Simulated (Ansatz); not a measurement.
## NH$_{3}$⁺, doublet: stretch scan

Starting geometry (PBE0/def2-TZVP stationary point for this spin, not checked as a minimum):

```json
{"atom": "N", "x (Å)": "0.0000", "y (Å)": "0.0000", "z (Å)": "0.0000"}
{"atom": "H", "x (Å)": "1.0240", "y (Å)": "0.0138", "z (Å)": "-0.0001"}
{"atom": "H", "x (Å)": "-0.5239", "y (Å)": "0.8799", "z (Å)": "-0.0028"}
{"atom": "H", "x (Å)": "-0.5001", "y (Å)": "-0.8937", "z (Å)": "0.0028"}
```

From there H2 moves along the line of the two atoms named below, all else staying in place; atoms are numbered as listed. Energies are in kcal/mol, counted from the starting geometry at the same level.

Basis 6-31G; Ansatz 0.2.0. Correlated methods freeze the noble-gas cores. Prefix R: restricted or restricted open-shell reference; prefix U: unrestricted. Active spaces: valence = (7e, 7o) chosen from the atoms' valence shells.

Unrestricted rows (U) aren't spin-pure: their determinants' ⟨S²⟩ exceeds S(S+1) by up to 1.01, so they mix in states of higher spin. Runs in a small pair space aren't shown, since their orbitals change along the scan.

Full CI is exact within this basis and frozen core; it isn't the basis-set limit. The frozen core follows each run's orbitals, which can shift R against U totals by a few meV.

| distance N1-H2 (Å) | full CI | unpaired electrons (full CI) | error UCCSD | error UCCSDT | error UCCSDT(Q) | error CASSCF (valence space) | error NEVPT4(SD) (valence space) | error MRCISD+Q (valence space) |
| --- | --- | --- | --- | --- | --- | --- | --- | --- |
| 0.818 | 35.7 | 1.01 | -0.1 | 0.0 | 0.0 | -0.1 | 0.0 | 0.0 |
| 0.912 | 8.7 | 1.01 | -0.1 | 0.0 | 0.0 | 0.0 | 0.0 | 0.0 |
| 1.024 | 0.0 | 1.01 | 0.0 | 0.0 | 0.0 | 0.0 | 0.0 | 0.0 |
| 1.120 | 3.2 | 1.02 | 0.1 | 0.0 | 0.0 | -0.1 | 0.0 | 0.0 |
| 1.221 | 11.9 | 1.02 | 0.2 | 0.0 | 0.0 | -0.1 | 0.0 | 0.0 |
| 1.396 | 31.7 | 1.03 | 0.4 | 0.1 | 0.0 | -0.2 | 0.0 | 0.0 |
| 1.615 | 56.6 | 1.07 | 0.7 | 0.1 | 0.0 | 0.0 | 0.0 | 0.0 |
| 1.898 | 83.7 | 1.17 | 1.3 | 0.1 | 0.0 | 0.4 | 0.1 | 0.1 |
| 2.227 | 106.4 | 1.45 | 1.8 | 0.1 | 0.0 | 0.5 | 0.2 | 0.2 |
| 2.744 | 124.3 | 2.32 | 1.2 | 0.1 | 0.0 | -0.7 | 0.2 | 0.2 |
| 3.526 | 130.0 | 2.95 | -0.2 | 0.0 | 0.0 | -1.6 | 0.0 | 0.0 |

Unpaired electrons are Σ n²(2−n)² over natural occupations. Errors are those of relative energies. In total energy the starting point itself misses full CI by: UCCSD 0.7, UCCSDT 0.1, UCCSDT(Q) 0.0, CASSCF (valence space) 20.8, NEVPT4(SD) (valence space) 0.4, MRCISD+Q (valence space) 0.1 kcal/mol.

Spread of the error over the points with a reference, to 3.526 Å (largest less smallest): UCCSDT(Q) 0.0, UCCSDT 0.1, NEVPT4(SD) (valence space) 0.2, MRCISD+Q (valence space) 0.2, UCCSD 1.9, CASSCF (valence space) 2.1 kcal/mol.

Going outwards, the relative energy of UCCSD first misses by more than 1.0 kcal/mol at 1.898 Å.

MRCISD+Q (valence space) stays parallel to the reference within 0.2 kcal/mol over the points shown.
